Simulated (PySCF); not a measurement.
difluoroacetate, C2HF2O2 (charge -1), SMILES O=C([O-])C(F)F, point group C1.

Force field and properties: B3LYP/pcSseg-1 (PySCF, grid level 2). Vibrational terms come from second-order perturbation theory with semi-diagonal cubic constants, by steps of ±0.6 along the normal coordinates of each isotopologue. The parent has the commonest isotopes.

Equilibrium geometry (Å):

```tsv
atom	x	y	z
O1	1.3885	0.5269	-1.1241
C2	0.9564	-0.0499	-0.1004
O3	1.5265	-0.7087	0.7866
C4	-0.5954	0.1020	0.0334
F5	-1.2436	-0.9275	-0.6429
F6	-1.0566	0.0351	1.3358
H7	-0.9624	1.0417	-0.3967
```

(1) Give the equilibrium and ground-state rotational constants (MHz) of parent; ²H at 7; ¹⁸O at 3; ¹⁸O at 1, ²H at 7; ¹³C at 2.

(2) How is the parent's vibrational correction B0 − Be made up?

(3) And its quartic centrifugal distortion constants from the harmonic force field?

A mode lies under 250 cm⁻¹, where this perturbation treatment is rough. Internal rotors are held in one well.

Answers

(1) 
| species | Ae | Be | Ce | A0 | B0 | C0 | Δ0 (u Å²) | harmonic ZPE (cm⁻¹) |
| --- | --- | --- | --- | --- | --- | --- | --- | --- |
| parent | 5551.1 | 3040.1 | 2427 | 5523.1 | 3002.4 | 2421 | -51.083 | 7450 |
| ²H at 7 | 5414.8 | 3000.6 | 2414.4 | 5386.9 | 2957.6 | 2411.7 | -55.143 | 6684 |
| ¹⁸O at 3 | 5368.5 | 2979.6 | 2370.4 | 5342 | 2942.6 | 2365.1 | -52.674 | 7415 |
| ¹⁸O at 1, ²H at 7 | 5321.9 | 2897.5 | 2337.8 | 5294.4 | 2857.4 | 2334.2 | -55.811 | 6650 |
| ¹³C at 2 | 5550.8 | 3025 | 2417.3 | 5523.1 | 2987.5 | 2411.7 | -51.111 | 7393 |

Δ0 = Ic − Ia − Ib from the ground-state constants.

(2) 
| axis | harmonic | Coriolis | cubic | total (MHz) |
| --- | --- | --- | --- | --- |
| a | 7.83 | -30.9 | -4.96 | -28 |
| b | 5.92 | -5.22 | -38.4 | -37.7 |
| c | 3.13 | -1.74 | -7.35 | -5.95 |

(3) Asymmetric top, A reduction, Ir representation: ΔJ = 8.73 kHz, ΔJK = -28.5 kHz, ΔK = 21.9 kHz, δJ = 1.81 kHz, δK = 67.6 kHz.
